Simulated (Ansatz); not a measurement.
Input file:

```yaml
crystal:
  periodic: [false, false, false]
  atoms:
    - {symbol: Al, position_ang: [0.000000, 0.000000, 0.050833]}
    - {symbol: N, position_ang: [0.000000, 0.000000, -1.681761]}
    - {symbol: H, position_ang: [0.000000, 0.000000, 1.630928]}
basis:
  gaussian: {orbitals: 6-31G, point_charges: [{charge: 1.00, position_ang: [3.089, 0.197, 0.003]}]}
magnetization: {spin_polarized: false, initial_magnetization: 1}
correlation: {method: sc_nevpt2, electrons: all}
```

```sh
$ ansatz run in.yaml --threads 1 --pin off --events-out ev --progress --plain --max-ram 1536MiB
```

Task: What does the program do with this input?

Result: Refused. The input was made wrong on purpose (method needs an active space), so the run isn't a sound calculation of what was asked.
```
Error: this correlation method needs an active space: name one as the reference
```
